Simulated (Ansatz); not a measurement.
# SiH+ (triplet): the correlation ladder, cc-pVQZ

An exercise on one series of results from a longer session: the logs are not shown, and one member is left open.

Computed with Ansatz 0.2.0, Gaussian basis. Level: cc-pVQZ, core rule «outside noble gas», up to 5 orbitals frozen.

To be run: UHF; CCSD(T) on ROHF; CCSD(T) on UHF; BCCD(T) on ROHF; CCSDT(Q) on ROHF; CCSDT(Q) on UHF; Full CI.

6 further runs of the same task are left out: 2 for a known fault of the program, 2 that didn't finish, 2 set aside as unsound or not needed.

## The system

The geometry is a PBE0/def2-TZVP stationary point (not a proven minimum) of the parent state, kept for this charge and spin.

2 atoms, charge 1, spin multiplicity 3.

Atoms are counted from 1 here; the program's logs count them from 0.

Bond lengths: Si1–H2 1.519 Å.

Set-up of the first run:

Contents of in.yaml:

```yaml
crystal:
  periodic: [false, false, false]
  atoms:
    - {symbol: Si, position_ang: [0.000000, 0.000000, 0.000000]}
    - {symbol: H, position_ang: [0.000000, 0.000000, 1.518600]}
basis:
  gaussian: {orbitals: cc-pVQZ}
total_charge: 1
magnetization: {spin_polarized: true, initial_magnetization: 2}
hamiltonian: {xc: hf}
output: {orbitals: {seedname: orbitals}}
```

Run with:

```
$ ansatz run in.yaml --threads 1 --pin off --events-out ev --progress --plain --max-ram 2393MiB
```

Steps of the session up to this table: UHF; CCSD(T) on ROHF; CCSD(T) on UHF; BCCD(T) on ROHF; CCSDT(Q) on ROHF; CCSDT(Q) on UHF; Full CI.

One of the session's tables, all rows but one given; the rest of the session is left out.

```
   method  from FCI (kJ/mol)
     ROHF             +197.6
      UHF             +186.7
     RMP2              +51.9
     UMP2              +49.5
    RCCSD               +7.5
    UCCSD                  ?
 RCCSD(T)               +1.8
 UCCSD(T)               +1.6
  BCCD(T)               +1.7
   RCCSDT               +0.1
   UCCSDT               -0.1
RCCSDT(Q)                0.0
UCCSDT(Q)               -0.2
      FCI                  0
```

Q: Estimate the row for UCCSD from the others.

The run gave: from FCI (kJ/mol): +6.8. In the column «from FCI (kJ/mol)» it lies between RCCSD(T) (+1.8) and RCCSD (+7.5).

To keep in mind: Levels on UHF freeze UHF's core orbitals, full CI those of ROHF, so the U rows can settle a little off it for that reason alone. Restricted and unrestricted rows rest on different reference determinants; where their highest levels disagree by more than a few hundredths of an eV, they describe different states and don't form one ladder.
